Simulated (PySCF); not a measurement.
Predicted microwave data (PBE0-D3(BJ)/def2-SVP geometry optimisation, gas phase (PySCF 2.14.0)) for one isomer of C6H12:

* Rotational constants: A = 3763, B = 2991, C = 1848 MHz
* Dipole components: |μa| = 0.21 D, |μb| = 0.23 D, |μc| = 0.00 D
* Inertial defect: -29.73 u·Å²
* κ: 0.19

Question: Which candidate fits, each taken in the one conformer that was computed?
A. `[CH2:1]=[CH:2][C@H:3]([CH3:4])[CH2:5][CH3:6]` with C1–C2–C3–C4 -117°, C2–C3–C5–C6 -62° (3-methyl-1-pentene)
B. `[CH3:1][CH2:2]/[CH:3]=[CH:4]/[CH2:5][CH3:6]` with C1–C2–C3–C4 118°, C3–C4–C5–C6 118°
C. `[CH3:1][CH2:2][CH:3]=[C:4]([CH3:5])[CH3:6]` with C1–C2–C3–C4 -113° (2-methyl-2-pentene)

Answer: A. It is C=C[C@H](C)CC, an asymmetric top, point group C1. The candidates at the same level (rigid rotor, commonest isotopes):

| SMILES | A (MHz) | B (MHz) | C (MHz) | μa (D) | μb (D) | μc (D) | Δ (u·Å²) | point group | rotor |
| --- | --- | --- | --- | --- | --- | --- | --- | --- | --- |
| CC/C=C/CC | 9335 | 1362 | 1285 | 0.00 | 0.01 | 0.00 | -31.94 | C2 | near-prolate asymmetric top |
| CCC=C(C)C | 6455 | 1884 | 1627 | 0.18 | 0.22 | 0.07 | -35.99 | C1 | asymmetric top |
| C=C[C@H](C)CC | 3763 | 2991 | 1848 | 0.21 | 0.23 | 0.00 | -29.73 | C1 | asymmetric top |

`CCC=C(C)C` has A 72 % too high; `CC/C=C/CC` has A 148 % too high. No structure here is proved a minimum.
